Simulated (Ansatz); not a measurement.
```yaml
crystal:
  periodic: [false, false, false]
  atoms:
    - {symbol: C, position_ang: [-0.567127, 0.587609, 0.086704]}
    - {symbol: C, position_ang: [0.454447, -0.211996, 0.650359]}
    - {symbol: N, position_ang: [0.997834, -1.052795, -0.205248]}
    - {symbol: S, position_ang: [0.248097, -0.827033, -1.622891]}
    - {symbol: N, position_ang: [-0.784724, 0.342406, -1.188759]}
    - {symbol: H, position_ang: [-1.146819, 1.342131, 0.603310]}
    - {symbol: H, position_ang: [0.798291, -0.180321, 1.676515]}
basis:
  gaussian: {orbitals: cc-pVTZ}
total_charge: 4
hamiltonian: {xc: {name: wPBEh}, pseudopotentials: {relativity: scalar}}
output: {forces: true}
```

```sh
$ ansatz run in.yaml --threads 2 --pin off --events-out ev --progress --plain --max-ram 32768MiB --backend cpu
```

It prints (some lines left out):

```
Functional definition: wPBEh
1106 factors; their error is unknown
83 factors; integrals over basis functions are off by at most 2.9e-7 eV
mean field evaluation 1: about -15805.8351 eV, gradient 1.3e2 eV
mean field evaluation 2: about -15572.4671 eV, gradient 3.5e2 eV
mean field evaluation 4: about -15830.1867 eV, gradient 9.8e1 eV
mean field evaluation 8: about -15856.3504 eV, gradient 1.7e0 eV
mean field evaluation 16: about -15856.3652 eV, gradient 6.0e-3 eV
mean field -15856.36517895 eV, -582.7106724960 hartree, gradient 2.6e-5 eV, S^2 0.000000; 3 other end points of the search recorded, 0 dependent functions left out
reference -15856.36520322 eV, -582.7106733879 hartree; 20, 20 occupied and 162, 162 virtual orbitals, 1106 factors
Total energy: -15856.36520322 eV, -582.7106733879 hartree
Relativity: scalar
Atom 0 at    -0.567127     0.587609     0.086704 Å, force    -4.147933     4.072685     0.008957 eV/Å
Atom 1 at     0.454447    -0.211996     0.650359 Å, force     3.500119    -1.913211     4.228591 eV/Å
Atom 2 at     0.997834    -1.052795    -0.205248 Å, force    -2.057065     1.860128    -0.439417 eV/Å
Atom 3 at     0.248097    -0.827033    -1.622891 Å, force     1.331345    -4.438012    -8.708735 eV/Å
Atom 4 at    -0.784724     0.342406    -1.188759 Å, force     1.860951    -1.206386     1.722260 eV/Å
Atom 5 at    -1.146819     1.342131     0.603310 Å, force    -1.225818     1.581155     1.052271 eV/Å
Atom 6 at     0.798291    -0.180321     1.676515 Å, force     0.738401     0.043641     2.136073 eV/Å
Dipole moment:    -0.119396     0.398004     0.781005 e Å
```

In this input the charge is far from anything that the molecule holds. The run converged. The result belongs to that input, not to the molecule as meant.
